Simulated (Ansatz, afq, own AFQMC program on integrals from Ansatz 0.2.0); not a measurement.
**Where AFQMC and coupled cluster stand for AlH3O, triplet**

```yaml
atoms:
  - { symbol: Al, position_ang: [-1.1666, 0.0000, 0.0000] }
  - { symbol: H, position_ang: [-1.9596, 1.3734, 0.0000] }
  - { symbol: H, position_ang: [-1.9595, -1.3734, 0.0000] }
  - { symbol: H, position_ang: [0.9514, 0.0000, 0.0000] }
  - { symbol: O, position_ang: [2.1544, 0.0000, 0.0000] }
```

Connectivity, by distances: AlH2 ··· OH.

Basis cc-pVTZ. Noble-gas cores (and the filled d shells of Ga–Kr and In–Xe) are frozen. Ansatz 0.2.0 and our own AFQMC program on the same integrals; the CISD trial comes from CCSD amplitudes, and released means the phaseless constraint is let go. Uncertainties: one standard error, sampling alone.

Determinant: UHF, the one that the program's search chose, which needn't be the lowest solution. The geometry is a point of a scan.

No full CI on the walks' own integrals is used here. The released AFQMC energy serves as the reference, which it does only where one determinant dominates, the energy is flat over the last release times and near the phaseless one (40 meV or 2 meV an electron, half that with transition metals). On small molecules, where full CI could be run and the noise was under 10 meV, such values lay within 10 meV of it in 19 cases of 20, a flattering rate, since the rule was set on those same cases; what remains of the bias isn't in the error bar.

Cautions: lower spins were not checked; unrestricted determinant slightly spin contaminated (⟨S²⟩ 2.05 against 2.00); the released value is read at 1.62 1/Eh, later times being too noisy (meV from the phaseless value at times in 1/Eh: -12 ± 6 at 0.24, -12 ± 6 at 0.51, -18 ± 6 at 0.99, -13 ± 7 at 1.62, -28 ± 12 at 2.40).

- T1 diagnostic: 0.0194
- weight of the determinant in the CISD state: 0.882
- ⟨S²⟩ of the determinant: 2.052
- size of the correlated space: 12 electrons in 100 orbitals

```json
{"level": "MP2", "correlation energy (eV)": "-7.4839"}
{"level": "CCSD", "correlation energy (eV)": "-8.4607"}
{"level": "CCSD(T)", "correlation energy (eV)": "-8.6859"}
```

(1) Estimate where phaseless AFQMC with a CISD trial lies against CCSD(T) on the same integrals.

(1) 2.1 ± 0.5 kJ/mol below CCSD(T).

Reference: AFQMC with the constraint released, correlation energy -8.720 ± 0.007 eV.

```
        level  E − E(reference) (kJ/mol)  share of correlation (%)
      CCSD(T)                  3.3 ± 0.7                     99.60
ph-AFQMC/CISD                  1.2 ± 0.9                     99.85
```

A walk keeps the symmetry of its determinant, which the program's search chose and which needn't be the lowest solution, so a lower state of the same spin and another symmetry isn't excluded. Released energies are given only where the last usable release times agree within the noise; a slower fall can still hide under it.
